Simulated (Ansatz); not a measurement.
The cluster SiB₂⁺. The state is a doublet with charge 1. Geometry r2SCAN-D4/def2-TZVP, that of the neutral singlet; atoms count from 1.

```xyz
3

B     0.5362   -0.6824   -0.3907
B     0.4584    0.2464    0.7970
Si   -0.9946    0.4360   -0.4062
```

The structure comes from a short search, and lower isomers may exist.

Question: Estimate the Mulliken populations from the PBE0/def2-TZVP orbitals of Ansatz.

Answer: 
| atom | charge (e) | spin (α − β) |
| --- | --- | --- |
| B1 | 0.30 | 0.29 |
| B2 | 0.30 | 0.29 |
| Si3 | 0.40 | 0.42 |
Mulliken values depend strongly on the basis.

Question: Where does the spin sit?

Answer: Summed by element: B 0.58, Si 0.42, of 1 unpaired in all. Largest on single atoms: Si3 0.42, B1 0.29, B2 0.29.

Question: And the Mayer bond orders between heavy atoms (over 0.3)?

Answer: B1–B2 1.70 (1.51 Å); B1–Si3 1.40 (1.90 Å); B2–Si3 1.40 (1.90 Å).
